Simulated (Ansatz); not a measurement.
This triplet lies 0.56 eV below the relaxed singlet at the level B3LYP/cc-pVTZ // B3LYP-D3(BJ)/def2-TZVP (Ansatz, a first-principles code).

Species: C₃H₃N, SMILES `C[C]C#N` (lower triplet) (charge 0, multiplicity 3).

Task: Give a relaxed geometry from B3LYP-D3(BJ)/def2-TZVP run with Ansatz.

Result: the end point of this relaxation (outside a Z-matrix the atoms follow the SMILES, hydrogens last).
Cartesian coordinates (Å) in one orientation:
```xyz
7

C     -0.951     0.259    -0.185
C      0.436    -0.121    -0.294
C      1.672    -0.456    -0.389
N      2.833    -0.771    -0.478
H     -1.573    -0.314    -0.880
H     -1.088     1.321    -0.411
H     -1.330     0.081     0.827
```
